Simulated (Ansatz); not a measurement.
# Si2H5 (doublet): the correlation ladder at distance Si1–H5 along a hydrogen transfer = 1.638 Å, cc-pVDZ

One table from this session's results is given with a row withheld; the runs are named, their logs left out.

Program: Ansatz 0.2.0, Gaussian basis. Level of theory: cc-pVDZ, core rule «outside noble gas», up to 10 orbitals frozen. These are calculated values, not measurements.

To be run: UHF; CCSD(T) on ROHF; CCSD(T) on UHF; BCCD(T) on ROHF; CISD; CCSDT(Q) on ROHF; CCSDT(Q) on UHF; CASSCF and MRCISD+Q, 3 electrons in 3 orbitals; CASSCF and NEVPT2, 3 electrons in 3 orbitals.

### The geometry

The geometry derives from fragments relaxed apart (PBE0/def2-TZVP) and kept rigid, so it is no stationary point. A hydrogen atom is moved between rigid fragments.

7 atoms, charge 0, spin multiplicity 2.

Atoms are counted from 1 here; the program's logs count them from 0.

Bond lengths: Si1–H2 1.485 Å, Si1–H3 1.485 Å, Si1–H4 1.485 Å, Si1–H5 1.638 Å, H5–Si6 1.644 Å, Si6–H7 1.532 Å. Angles: H2–Si1–H3 109.5°, H2–Si1–H4 109.5°, H2–Si1–H5 109.5°, H3–Si1–H4 109.5°, H3–Si1–H5 109.5°, H4–Si1–H5 109.5°, Si1–H5–Si6 180.0°, H5–Si6–H7 105.0°.

The first run:

File in.yaml:

```yaml
crystal:
  periodic: [false, false, false]
  atoms:
    - {symbol: Si, position_ang: [-1.568988, 0.024363, 0.000000]}
    - {symbol: H, position_ang: [-2.063860, 1.424071, 0.000001]}
    - {symbol: H, position_ang: [-2.063859, -0.675491, 1.212183]}
    - {symbol: H, position_ang: [-2.063860, -0.675491, -1.212182]}
    - {symbol: H, position_ang: [0.069012, 0.024363, 0.000000]}
    - {symbol: Si, position_ang: [1.713012, 0.024363, -0.000001]}
    - {symbol: H, position_ang: [2.109446, -1.455151, -0.000001]}
basis:
  gaussian: {orbitals: cc-pVDZ}
magnetization: {spin_polarized: true, initial_magnetization: 1}
hamiltonian: {xc: hf}
output: {orbitals: {seedname: orbitals}}
```

Launch:

```
$ ansatz run in.yaml --threads 1 --pin off --events-out ev --progress --plain --max-ram 2816MiB --backend cpu
```

Among the steps run: UHF; CCSD(T) on ROHF; CCSD(T) on UHF; BCCD(T) on ROHF; CISD; CCSDT(Q) on ROHF; CCSDT(Q) on UHF; CASSCF and MRCISD+Q, 3 electrons in 3 orbitals; CASSCF and NEVPT2, 3 electrons in 3 orbitals.

One of the session's tables, all rows but one given; the rest of the session is left out.

It belongs to the step «Misses and costs». 

```
       method  from UCCSDT(Q) (meV)
         ROHF               +7026.3
          UHF               +6906.7
         RMP2               +1618.9
         UMP2               +1639.1
         CISD                +889.9
        RCCSD                +214.2
        UCCSD                +211.4
     RCCSD(T)                     ?
     UCCSD(T)                 +45.8
      BCCD(T)                 +45.1
       RCCSDT                  +7.1
       UCCSDT                  +6.9
    RCCSDT(Q)                  +0.5
    UCCSDT(Q)                     0
  CASSCF pair               +6623.1
  NEVPT2 pair               +1616.1
  MRCISD pair                +801.7
MRCISD+Q pair                 +64.7
```

Estimate the missing values for RCCSD(T).

**Answer.** from UCCSDT(Q) (meV): +45.7. In the column «from UCCSDT(Q) (meV)» it lies between BCCD(T) (+45.1) and UCCSD(T) (+45.8).

Limits of these values: Restricted and unrestricted rows rest on different reference determinants; where their highest levels disagree by more than a few hundredths of an eV, they describe different states and don't form one ladder.
